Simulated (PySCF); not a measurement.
Electric field gradients and quadrupole coupling constants

B(NH2Me)H3, CH8BN.
Structure used (PBE0-D3(BJ)/def2-SVP), in Å, numbered top down from 1:
```
atom  x, y, z in Å
B1    -0.2451   -0.4015   -1.2662
N2    -0.2476   -0.4162    0.3616
C3     0.4346    0.7199    0.9861
H4     0.1777   -1.2936    0.6652
H5    -1.2202   -0.4568    0.6703
H6     0.4024    0.6688    2.0848
H7     1.4767    0.7309    0.6429
H8    -0.0440    1.6450    0.6408
H9     0.9365   -0.4171   -1.5946
H10   -0.8198    0.6332   -1.5879
H11   -0.8511   -1.4125   -1.6030
```

Field gradients from the PBE0/pcSseg-1 density (PySCF, non-relativistic), principal values in atomic units, ordered |Vxx| ≤ |Vyy| ≤ |Vzz|:

```tsv
atom	Vxx	Vyy	Vzz
B1	-0.1231	-0.1239	0.2470
N2	0.2064	0.3409	-0.5473
```

Problem. Find the asymmetry η = (Vxx − Vyy)/Vzz and the couplings χ = eQV/h (234.96 MHz × Q in barn × V in au), with Q(11B) = 0.04059 b, Q(14N) = 0.02044 b.

Solution. 
| atom | environment | nucleus | η | χzz (MHz) | χxx (MHz) | χyy (MHz) |
| --- | --- | --- | --- | --- | --- | --- |
| B1 | boron bonded to N and 3 H | 11B | 0.00 | 2.356 | -1.174 | -1.182 |
| N2 | nitrogen bonded to B, C and 2 H | 14N | 0.25 | -2.629 | 0.991 | 1.637 |

The gradient is axial or nearly so (η below 0.05) at B1. 

Problem. What is Vzz at B1 in SI units (1 au = 9.71736 × 10²¹ V/m²)?

Solution. 0.2470 au = 2.400 × 10²¹ V/m².

Problem. And the gradient at the other heavy atoms, for which no coupling is worked out here?

Solution. 
```tsv
atom	environment	Vzz (au)	η
C3	carbon bonded to N and 3 H	0.328	0.15
```

Were the hydrogens deuterons (Q(2H) = 0.00286 b), χzz would run from 129 kHz (H10, H9 and H11) to 243 kHz (H4 and H5).

Isolated species at its PBE0-D3(BJ)/def2-SVP geometry, gas phase. The basis is small and wasn't made for field gradients, so the couplings can be 20 % off.
